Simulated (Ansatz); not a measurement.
Relaxation of C$_{2}$H$_{3}$O$_{2}$ (7 atoms, charge 0, multiplicity 2), to a largest force component of 0.02 eV/Å in at most 40 steps.

These are results of Ansatz, UKS B3LYP-D4/6-31G*, not measurements.

```xyz
7
Properties=species:S:1:pos:R:3:forces:R:3
C -0.158 0.537 -0.152 -2.16 2.85 -0.76
C 0.257 -0.817 0.210 -1.32 3.56 -1.71
O 1.071 -0.855 1.137 1.78 -2.14 1.98
O -0.177 -1.742 -0.464 0.20 -2.97 0.00
H -0.931 0.546 -0.999 0.98 -0.32 0.91
H -0.676 1.076 0.700 0.64 -0.59 -0.61
H 0.676 1.187 -0.478 -0.11 -0.38 0.19
```

**Question.** Where does it end, and by what steps?

**Answer.** The forces met the threshold. After 7 steps the energy has fallen by 0.587 eV; O3 moved furthest, 0.14 Å.

```csv
step,energy less start (eV),largest force component (eV/Å),accepted
0,0.0000,3.559,yes
1,-0.3407,1.658,yes
2,-0.4247,1.927,yes
3,-0.5526,1.146,yes
4,-0.5862,0.180,yes
5,-0.5870,0.106,yes
6,-0.5871,0.052,yes
7,-0.5872,0.004,yes
```

```xyz
7
Properties=species:S:1:pos:R:3
C -0.206 0.617 -0.181
C 0.254 -0.757 0.192
O 1.065 -0.998 1.131
O -0.115 -1.813 -0.388
H -0.926 0.562 -1.002
H -0.667 1.099 0.687
H 0.655 1.221 -0.484
```

Whether the end is a true minimum wasn't checked by a vibrational analysis.

The run took 27 s on 2 threads of Arm Neoverse N1, on a shared host, peak memory 0.17 GiB.
